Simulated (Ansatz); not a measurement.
# CH₆FSi radical (built from SMILES CF.[SiH3]): search for a transition state

Is there a first-order saddle for this halogen abstraction, which should form F1–Si3 and break F1–C2, and which two structures does it connect?

Method: PBE0-D4, def2-SVP first, then def2-TZVP; program: Ansatz 0.2.0, Gaussian basis.

31 further runs of the same task are left out: 31 set aside as unsound or not needed.

## (1) The starting structure

The guess: 9 atoms, charge 0, spin multiplicity 2.

Atoms are counted from 1 here; the program's logs count them from 0.

Bond lengths: C2–H4 1.081 Å, C2–H5 1.082 Å, C2–H6 1.082 Å, Si3–H7 1.468 Å, Si3–H8 1.458 Å, Si3–H9 1.454 Å. Angles: H4–C2–H5 114.0°, H4–C2–H6 113.9°, H5–C2–H6 114.0°, H7–Si3–H8 107.4°, H7–Si3–H9 107.8°, H8–Si3–H9 117.7°.

As a file:

```xyz
9
CH6FSi
F     0.34000   -0.04400   -0.51630
C    -0.62760    0.68630   -1.47010
Si    0.79130   -0.85370    1.41920
H    -1.59230    0.60840   -0.98780
H    -0.55520    0.13670   -2.39900
H    -0.24620    1.69680   -1.52660
H     1.32500   -1.63040    2.54470
H    -0.63790   -1.12980    1.33790
H     1.20280    0.52970    1.59800
```

Distances that are to change: F1–Si3 2.15 Å, F1–C2 1.54 Å.

## (2) Relaxing the guess with the reacting distances held

Contents of hold/in.yaml:

```yaml
crystal:
  periodic: [false, false, false]
  atoms:
    - {symbol: F, position_ang: [0.340000, -0.044000, -0.516300]}
    - {symbol: C, position_ang: [-0.627600, 0.686300, -1.470100]}
    - {symbol: Si, position_ang: [0.791300, -0.853700, 1.419200]}
    - {symbol: H, position_ang: [-1.592300, 0.608400, -0.987800]}
    - {symbol: H, position_ang: [-0.555200, 0.136700, -2.399000]}
    - {symbol: H, position_ang: [-0.246200, 1.696800, -1.526600]}
    - {symbol: H, position_ang: [1.325000, -1.630400, 2.544700]}
    - {symbol: H, position_ang: [-0.637900, -1.129800, 1.337900]}
    - {symbol: H, position_ang: [1.202800, 0.529700, 1.598000]}
basis:
  gaussian: {orbitals: def2-SVP}
magnetization: {spin_polarized: true, initial_magnetization: 1}
hamiltonian: {xc: pbe0, dispersion: d4}
relax: {f_tol: 0.08, max_steps: 120, escape_saddle: false, constraints: [{distance: [0, 2]}, {distance: [0, 1]}]}
```

The command line of these runs was not kept.

The runs that follow: Saddle search in the small basis; Saddle search in triple zeta; Checking the order of the point; Relaxing after a step of 0.30 Å one way along the mode; Relaxing after a step of 0.30 Å the other way along the mode.

Q: Predict the outcome of this session. Wanted: imaginary mode; barrier from the start side; barrier from the end side; energy of the step; pairs that change; zero-point energy at the saddle.

**Answer**, as computed:

```
                       quantity                        value
                 imaginary mode                    851i cm⁻¹
    barrier from the start side                  90.8 kJ/mol
      barrier from the end side                 234.7 kJ/mol
             energy of the step                -143.9 kJ/mol
              pairs that change  F1–Si3 formed, F1–C2 broken
zero-point energy at the saddle                     1.623 eV
```

One imaginary mode, 851i cm⁻¹, makes this a first-order saddle. Going downhill both ways gives the intended start and end. At PBE0-D4/def2-TZVP the electronic barrier is 90.8 kJ/mol, about 37 kT at 298 K, and the step runs 143.9 kJ/mol downhill. A step off the saddle overshot and began above it in energy, so the link to its end is likely but not proven.
